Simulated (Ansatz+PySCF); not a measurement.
Results of a calculation; reference values are marked as such.
## PySCF 2.14.0 run

```python
from pyscf import gto, scf, cc

mol = gto.M(atom="""
C 1.195960 0.000000 0.837420
C 0.000000 0.000000 0.000000
B -1.286070 0.000000 0.900520
""", basis='sto-3g', charge=0, spin=3)
mf = scf.UHF(mol)
mf.kernel()
mycc = cc.CCSD(mf, frozen=3).run()
et = mycc.ccsd_t()
print(mf.e_tot, mycc.e_corr, et, mycc.e_tot + et)
```

The script is written out from the run's settings.

Results

* Converged: yes
* Reference energy: -98.78387 hartree
* CCSD correlation energy: -0.17120 hartree
* Triples correction: -0.00761 hartree
* Total energy: -98.96267 hartree
* Spin squared of the determinant: 4.343

This is not the lowest solution: another run reaches a determinant 0.04 eV lower. Caution: large amplitudes, a single reference is doubtful; the unrestricted determinant is spin contaminated.
